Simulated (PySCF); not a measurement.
Geometry:
```
atom   x (Å)   y (Å)   z (Å)
  C1   1.615  -1.465   0.567
  N2   1.074  -0.356   0.753
  C3   0.359   0.297  -0.307
  C4   1.019   1.656  -0.547
  C5  -1.101   0.475   0.132
  C6  -1.844  -0.853   0.211
  H7   2.144  -1.928   1.388
  H8   1.594  -2.015  -0.382
  H9   0.386  -0.295  -1.242
 H10   2.053   1.522  -0.854
 H11   0.489   2.200  -1.324
 H12   1.003   2.237   0.371
 H13  -1.106   0.957   1.111
 H14  -1.601   1.134  -0.581
 H15  -1.858  -1.343  -0.761
 H16  -2.872  -0.694   0.529
 H17  -1.360  -1.517   0.924
```

Geometry: GFN2-xTB; GIAO absolute shieldings from PySCF, gas phase, non-relativistic, averaged over equivalent atoms.

At WP04/6-31G-J (116 basis functions, 12 s wall time on 1 thread of an Arm Neoverse V1, shared host):
```csv
atoms,σ (ppm)
C1,36.3
C3,108.6
C5,148.6
C4,155.9
C6,167.9
N2,-152.2
H8,25.35
H7,25.95
H9,30.05
H13,31.29
H14,31.63
H10/H11/H12,31.89
H15/H16/H17,32.42
```

**Question.** Predict the values at wB97X-D/Sadlej pVTZ on the same geometry.

**Answer.** 
```
      atoms  σ at wB97X-D/Sadlej pVTZ  change
         C1                      39.2    +2.9
         C3                     120.4   +11.8
         C5                     162.0   +13.4
         C4                     170.4   +14.5
         C6                     184.3   +16.4
         N2                    -132.6   +19.6
         H8                     24.05   -1.30
         H7                     24.60   -1.35
         H9                     29.00   -1.05
        H13                     30.42   -0.87
        H14                     30.52   -1.11
H10/H11/H12                     30.83   -1.06
H15/H16/H17                     31.43   -0.99
```

The largest change is at N2 (imine nitrogen). Cost: 243 basis functions, 59 s wall time on 1 thread of an Arm Neoverse V1, shared host. The order of the carbon signals is the same at both levels.
